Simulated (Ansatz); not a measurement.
C3H5FO can be A, `FCC1CO1`, or B, `CC1(F)CO1`.

Program: Ansatz. Geometries: PBE0-D4/def2-TZVP. ΔE: electronic, gas phase. CCSD(T)/CBS is the MP2 limit (def2-TZVPP, def2-QZVPP) plus CCSD(T) − MP2 in def2-TZVPP, frozen cores. DFT in def2-TZVPP. B3LYP here is the variant with VWN-RPA as its local correlation; programs differ in this. One conformer a species, not always the lowest.

A:

Z-matrix (Å, degrees):
```
C
C 1 1.497
F 1 1.382 2 109.6
H 1 1.094 2 111.0 3 -119.1
H 1 1.094 2 110.1 3 119.8
O 2 1.416 1 114.7 3 -161.6
C 2 1.457 1 120.8 3 -94.1
H 2 1.089 1 115.7 3 60.9
H 7 1.087 2 119.2 1 1.5
H 7 1.086 2 119.4 1 154.5
```

B:

Z-matrix (Å, degrees):
```
C
C 1 1.490
H 1 1.092 2 109.4
H 1 1.089 2 110.0 3 -119.7
H 1 1.091 2 110.3 3 119.6
F 2 1.362 1 111.2 3 -60.9
C 2 1.453 1 126.5 3 147.1
O 2 1.381 1 118.7 3 73.5
H 7 1.086 2 118.4 1 151.7
H 7 1.087 2 120.6 1 -3.9
```

Which is lower in electronic energy at CCSD(T)/CBS, and by how much? (An estimate is asked.)

The calculation gave: B, by 10.8 kcal/mol.

Give E(B) − E(A) in kcal/mol with CCSD(T)/def2-SVP, BLYP-D4, B2PLYP, CCSD/def2-TZVPP, PBE0-D4, PBE-D4, B3LYP. (Estimate.)

Computed: CCSD(T)/def2-SVP -12.7, BLYP-D4 -10.8, B2PLYP -10.9, CCSD/def2-TZVPP -10.7, PBE0-D4 -11.6, PBE-D4 -11.7, B3LYP -10.7. None reverses the order clearly.

Does the order hold for the free energy at 298.15 K (harmonic terms from PBE0-D4)? (Best estimate.)

The calculation gave: Yes: G(B) − G(A) = -11.1 kcal/mol, for one conformer each.

Largest T1 diagnostic: 0.011.

In def2-TZVPP, CCSD(T) changes the Hartree–Fock value by −0.9 kcal/mol (the triples alone add −0.3 kcal/mol) and MP2 by −1.2 kcal/mol. At CCSD(T), def2-SVP lies −1.9 kcal/mol from the extrapolated value and def2-TZVPP −0.1 kcal/mol.
